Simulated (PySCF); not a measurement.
These are PBE-D3(BJ)/def2-TZVP // PBE-D3(BJ)/def2-SVP run with PySCF values and carry that method's errors. Isolated molecules, 0 K electronic values unless said otherwise. 

Reference species (SMILES): `O` (neutral, multiplicity 1).

```yaml
HOMO–LUMO gap: 6.83 eV
LUMO: -0.13 eV
dipole_moment: 2.07 D
```

Changed species: `CC#N` (free base CH3CN; the reference has free base H2O).

Question: Give the shifts of the HOMO–LUMO gap, LUMO and dipole moment.

Answer: the HOMO–LUMO gap rises by 0.77 eV, to 7.60 eV; the LUMO drops by 0.28 eV, to -0.41 eV; the dipole moment goes up by 1.89 D, to 3.96 D.
